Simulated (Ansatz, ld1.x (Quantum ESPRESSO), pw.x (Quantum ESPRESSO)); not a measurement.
# Ta: one change to the PAW potential, in the atom and in the sc crystal

- Element: tantalum (Ta)
- Generator: ld1.x (Quantum ESPRESSO) 7.5
- Type: PAW
- Functional: PBEsol
- Relativity: scalar-relativistic
- Frozen core: [Kr] 4d10 4f14
- Valence charge: 13
- Reference configuration: 5s2 5p6 5d3 6s2 6p0
- Partial waves: 5s (bound): rcut 1.60, rcutus 2.00 bohr; 6s (bound): rcut 1.60, rcutus 2.00 bohr; 5p (bound): rcut 1.90, rcutus 2.50 bohr; 6p (bound, empty): rcut 1.90, rcutus 2.50 bohr; 5d (bound): rcut 2.75, rcutus 3.10 bohr; 5d channel at 1.1 Ry: rcut 2.75, rcutus 3.10 bohr
- Local potential: all-electron potential smoothed inside 2.65 bohr (lloc = -1)
- Core correction: Bessel-smoothed model core inside 1.00 bohr
- Augmentation charge: BESSEL, radius 1.75 bohr

Change: local potential all-electron potential smoothed inside 2.55 bohr (lloc = -2).

Cutoffs, loose and tight: the cutoffs (Ry, on a coarse ladder) from which the occupation-weighted sum of valence levels, in a spherical-Bessel basis at the reference potential, stays within 10 and 1 mRy of its value at 400 Ry. They do not see the model core or the augmentation charge, which bear on the density cutoff. Test errors are all-electron minus pseudo excitation energies from the reference, over the configurations 5s2 5p6 5d3 6s1 6p0; 5s2 5p6 5d3 6s0 6p0; 5s2 5p6 5d2 6s0 6p0; 5s2 5p6 5d2 6s2 6p1; 5s2 5p6 5d4 6s0 6p0; 5s2 5p6 5d1 6s0 6p0; 5s2 5p6 5d3 6s1.5 6p0; variants that change the core or the reference have their own tests.

Crystal test: sc Ta in pw.x 7.5, no spin, 12³ k-points, Fermi–Dirac smearing 0.01 Ry, cutoffs set for each file from its atomic test. The reference is all-electron LAPW (Ansatz 0.2.0) with the same functional, mesh and smearing; V0 and B0 come from Birch–Murnaghan fits to the pressures at five volumes. Errors are pseudo minus all-electron; Δ is the rms difference of the E(V) curves that follow from these fits, minima aligned, over ±6 % about the mean V0. Mesh and smearing are coarse, so the numbers serve the comparison and aren't converged zero-temperature values; the lattice is a test structure that the element need not adopt.

All-electron: a0 = 2.707 Å (V0 = 19.84 Å³/atom), B0 = 154.9 GPa.

Task: Does the change bring the crystal closer to the all-electron result?

Result: The mean pressure error goes from +6.29 to +4.11 GPa, so the change moves the solid closer to the all-electron pressures.

```tsv
quantity	base	changed
outcome (atom)	generated	generated
cutoff, loose (atom)	25 Ry	25 Ry
cutoff, tight (atom)	30 Ry	30 Ry
bound ghosts (atom)	none	none
largest test error (meV) (atom)	-11 over the solved tests; 4 of 7 tests not solved or not reliable	test run stopped at test 4 of 7 (negative rho), 2 before it not solved
cutoffs in pw.x (Ry)	40/320	40/320
a0 (Å)	2.738	2.728
a0 error (%)	+1.14	+0.77
B0 error (%)	+3.0	+2.4
Δ (meV/atom)	23.9	16.0
mean pressure error (GPa)	+6.29	+4.11
```

Base: The largest radius (3.10 bohr) exceeds half the bond length (2.55 bohr), so the spheres overlap, which is one possible source of error among others. This is a poor potential for the solid. Atomic configuration tests: 4 of 7 tests not solved or not reliable. Changed file: The largest radius (3.10 bohr) exceeds half the bond length (2.55 bohr), so the spheres overlap, which is one possible source of error among others. This is a poor potential for the solid. Atomic configuration tests: test run stopped at test 4 of 7 (negative rho), 2 before it not solved. The atomic cutoffs weigh occupied waves only.
